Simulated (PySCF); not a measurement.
# A diatomic session: SiH+

The task here is to estimate one member of a computed series from the others.

Program: PySCF 2.14.0. Level of theory: Si 6-311G(d,p), H 6-311G(d,p), no relativity. These are calculated values, not measurements.

The first run:

A driver script around PySCF takes these settings:

| Item | Value |
| --- | --- |
| atoms | Si, H |
| charge | 1 |
| basis | Si 6-311G(d,p), H 6-311G(d,p) |
| Hamiltonian | no relativity |
| basis functions | 32 |
| electrons treated | 14 |
| masses in u | 27.9769, 1.0078 |
| levels | PBE0, PBE, r²SCAN, M06-L, B2PLYP, r²SCAN0, HF, MP2, SCS-MP2, CCSD, CCSD(T) |
| grid | 80 radial by 434 angular points |
| occupations | held fixed by the projection of orbital angular momentum |
| dissociation limit | Si+ + H, each in its ground configuration |
| starting distance in angstrom | 1.535 |
| values of 2S to try | 0, 2 |

Steps of the session up to this table: Set-up; PBE0 along the bond; Other states along the same grid; PBE (GGA); r²SCAN (meta-GGA); M06-L (meta-GGA); B2PLYP (double hybrid); r²SCAN0 (hybrid meta-GGA); RHF; MP2 and coupled cluster.

One table of the session follows, with a row left open; its other results are not shown here.

Energy (eV) from each level's lowest point:

| R (Å) | RHF | RHF-MP2 | RHF-SCS-MP2 | RHF-CCSD | RHF-CCSD(T) |
| --- | --- | --- | --- | --- | --- |
| 1.308 | 0.430 | 0.428 | 0.427 | n/a | n/a |
| 1.369 | 0.176 | 0.176 | 0.176 | 0.183 | 0.185 |
| 1.430 | 0.040 | 0.041 | 0.041 | 0.046 | 0.047 |
| 1.475 | 0.000 | 0.000 | 0.000 | 0.002 | 0.003 |
| 1.521 | 0.002 | 0.001 | 0.001 | 0.000 | 0.000 |
| 1.567 | ? | ? | ? | ? | ? |
| 1.627 | 0.135 | 0.127 | 0.126 | 0.113 | 0.111 |
| 1.704 | 0.309 | 0.293 | 0.291 | 0.265 | 0.261 |
| 1.795 | 0.574 | 0.545 | 0.541 | 0.496 | 0.488 |
| 1.917 | 0.989 | 0.934 | 0.926 | n/a | n/a |

Estimate the missing values for R (Å) = 1.567.

Worked estimate for «RHF». A straight line through the neighbours (1.521, 0.002) and (1.627, 0.135) gives 0.002 + (0.135 − 0.002) × (1.567 − 1.521) / (1.627 − 1.521) = 0.060; a parabola fitted to 4 rows on both sides gives 0.044.

**Answer.** RHF: 0.040; RHF-MP2: 0.037; RHF-SCS-MP2: 0.036; RHF-CCSD: 0.031; RHF-CCSD(T): 0.030. In «RHF» the line misses by +0.020 and the parabola by +0.004.

State 2 has its PBE0 minimum 1.96 eV higher. The other levels ran on the lowest alone.
